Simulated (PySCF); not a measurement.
# C5H7F: the cost of one run

Programs: PySCF 2.14.0, with density-fitted response routines of our own. Each step states its level of theory. These are calculated values for one molecule in the gas phase, unless marked as measured. Atoms count from 0, in the outputs and in this text.

## (1) The molecule as given

13 atoms, charge 0, multiplicity 1; geometry from: GFN2-xTB. The atoms were then displaced at random by about 0.01 Å, so the start is not that level's minimum.

Bonds of the start (Å): C0–C1 1.52, C1–C2 1.51, C2–C3 1.51, C3–C4 1.47, C4–F5 1.38, C3–C1 1.47, C4–C1 1.49, C0–H6 1.10, C0–H7 1.08, C0–H8 1.09, C2–H9 1.06, C2–H10 1.09, C3–H11 1.09, C4–H12 1.10.

## (2) Geometry optimisation at PBE0-D3(BJ)/def2-SVP

The job: settings as JSON, then the geometry in Å.

```
{"job": {"xc": "PBE0", "basis": "def2-SVP", "d3": "d3bj", "grid": 1, "shake": 0.01, "kind": "geom"}, "charge": 0, "multiplicity": 1}
C      1.426850    -0.681100     0.547030
C      0.163050    -0.152330    -0.104540
C     -1.204730    -0.749600    -0.334200
C     -1.022610     0.594020     0.330140
C     -0.167220     1.167840    -0.721260
F      0.611630     2.243000    -0.353170
H      1.999980     0.177370     0.926570
H      2.030740    -1.197760    -0.181460
H      1.157040    -1.317950     1.386130
H     -1.593720    -0.806840    -1.319640
H     -1.469180    -1.586300     0.311730
H     -1.420860     0.991170     1.258100
H     -0.505160     1.301590    -1.755750
```

The run is started by

```
$ OMP_NUM_THREADS=1 python probes_run.py task.json out
```

One launch serves the whole session: the jobs run in the order shown.

**Question.** How long does this first job take on 1 thread of Arm Neoverse V2, shared host, and how much memory does it need?

About 45 s, with a peak of 0.51 GiB.
